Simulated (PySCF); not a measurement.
Thioformamide, CH3NS.
SMILES: `S=CN`

A linear-response calculation (PySCF, def2-SVPD basis, gas phase, vertical, core orbitals frozen in the response) gave these numbers; the functional is withheld.

Orbital energies (eV): HOMO-3 -13.16, HOMO-2 -12.53, HOMO-1 -8.86, HOMO -8.18, LUMO 0.61, LUMO+1 2.08, LUMO+2 2.77.

```json
{"state": "S1", "E (eV)": "3.40", "f": "0.0001", "main configurations (H = HOMO, L = LUMO)": "H→L (100%)"}
{"state": "S2", "E (eV)": "5.35", "f": "0.182", "main configurations (H = HOMO, L = LUMO)": "H-1→L (88%)"}
{"state": "S3", "E (eV)": "6.32", "f": "0.173", "main configurations (H = HOMO, L = LUMO)": "H→L+1 (72%), H→L+4 (15%)"}
{"state": "S4", "E (eV)": "6.61", "f": "0.0045", "main configurations (H = HOMO, L = LUMO)": "H-1→L+1 (95%)"}
{"state": "S5", "E (eV)": "6.84", "f": "0.088", "main configurations (H = HOMO, L = LUMO)": "H→L+2 (48%), H→L+3 (34%), H→L+4 (15%)"}
{"state": "S6", "E (eV)": "6.94", "f": "0.010", "main configurations (H = HOMO, L = LUMO)": "H→L+3 (48%), H→L+2 (45%)"}
```

Triplets (Tamm–Dancoff): T1 3.09 eV, H→L (99%); T2 3.34 eV, H-1→L (98%); T3 6.04 eV, H→L+1 (74%), H→L+3 (9%); T4 6.48 eV, H-1→L+1 (93%).

Vertical ionisation energy by ΔSCF with the same functional: 8.74 eV. Mean static polarisability: 46.3 au.

Problem. Which of these was used?
A. PBE0
B. HF
C. wB97X-D
D. PBE

Solution. C. wB97X-D is range-separated, 22% exact exchange at short range and 100% at long range (ω = 0.2 bohr⁻¹). In this run −ε(HOMO) = 8.18 eV differs from the ΔSCF value by -0.56 eV, and S1 differs from the orbital gap of 8.78 eV by -5.38 eV. The ratio −ε(HOMO)/IP is 0.94. Usual ranges for neutral molecules in this basis: 0.89 to 0.99 with wB97X-D, 0.5 to 0.7 with PBE, 0.7 to 0.83 with PBE0; Hartree–Fock can't fall below 1, since the ion's relaxation only lowers the ΔSCF value.

Computed with TDDFT wB97X-D/def2-SVPD, vertical, gas phase, core orbitals frozen in the response in PySCF. Geometry: PBE0-D3(BJ)/def2-SVP; no solvent, vibrations or thermal averaging.

Shape of the structure used: `[NH2:1][CH:2]=[S:3]`: H–N1–C2–S3 1°, H–N1–C2–S3 179°.
